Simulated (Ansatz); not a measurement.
Rutile MnO2 was calculated with PBE+U (plane waves, PAW; Ansatz, a program for electronic structure).

Run with plane-wave cutoff 500 eV, 10×10×14 k mesh (along the axes of the cell as run), Fermi–Dirac smearing 0.05 eV, U_eff Mn 3.9 eV, ferromagnetic start, spin-polarised with parallel moments, scalar-relativistic PAW data made under PBE.

Computed at the level's own relaxed cell.

What does this level give for the equilibrium volume per atom and magnetic moment (largest site, within a sphere)?


- equilibrium volume per atom = 9.75 Å³/atom
- magnetic moment (largest site, within a sphere) = 2.78 μB

The run finds no gap.

Note: the run warned that the count of filled bands differs between k points; the collinear magnetic order is the start's and need not be the measured one.

Moments are spin moments.

The computed numbers hold no vibrational or temperature effects.
